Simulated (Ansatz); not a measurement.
# Relative stability

Two relaxed structures of CH5SSi (charge +1), closed shell (PBE0-D4/def2-TZVP; forces vanish, vibrations not checked).

A:

| atom | x (Å) | y (Å) | z (Å) |
| --- | --- | --- | --- |
| Si1 | 0.0893 | 0.5990 | 0.3936 |
| C2 | -0.8496 | 1.0098 | -0.9477 |
| S3 | 0.5818 | -1.5798 | 0.2783 |
| H4 | -1.1296 | 0.2836 | -1.7026 |
| H5 | -1.2065 | 2.0237 | -1.0996 |
| H6 | 0.6647 | 1.2315 | 1.5869 |
| H7 | 1.9141 | -1.5570 | 0.5172 |
| H8 | 0.2762 | -1.9810 | 1.5346 |

B:

```xyz
8
angstrom
Si -0.8270 0.9527 -0.9350
C 0.1326 0.3002 0.3387
S 0.5401 -1.3655 0.2999
H -1.2784 0.0766 -2.0288
H -1.1872 2.3777 -0.9196
H 0.4987 0.8866 1.1737
H 1.8777 -1.4024 0.5289
H 0.2434 -1.8259 1.5421
```

Computed with Ansatz 0.2.0 (basis: def2-TZVPP); correlated methods freeze the cores. B3LYP uses VWN-RPA correlation.

Question: Which structure is lower at CCSD(T), and by how much? (An estimate is asked for; the value comes from the calculation.)

Answer: Computed: A, by 23.7 kJ/mol (electronic energy, against the other). By their contacts, A is CH₅SSi ([CH2][SiH][SH2]), total charge +1 and B is CH₅SSi ([SiH2][CH][SH2]), total charge +1.

Question: Do the other methods give the same order? (Judge from chemistry; the calculation decides.)

Answer: By the calculation: Not all: HF gives the other order.

| method | E(B) − E(A) (kJ/mol) |
| --- | --- |
| PBE-D4 | 24.8 |
| r2SCAN-D4 | 22.9 |
| PBE0-D4 | 16.6 |
| B3LYP-D4 | 18.8 |
| wB97M-V | 16.0 |
| HF | -1.9 |
| MP2 | 15.0 |
| CCSD | 18.8 |
| CCSD(T) | 23.7 |

The T1 diagnostic stays at or below 0.015. The restricted Hartree–Fock reference is unstable towards an unrestricted one at one or more of these structures.

Labels in which every atom is bracketed show which atoms are joined, not bond orders.

For scale, one of the runs: CCSD(T)/def2-TZVPP, 185 basis functions, launched by `ansatz run in.yaml --threads 2 --pin off --events-out ev --progress --plain --max-ram 4352MiB`. Hardware: 2 CPU threads of an Arm Neoverse V1, shared host. Wall time 39 s; peak host memory 1.7 GiB.
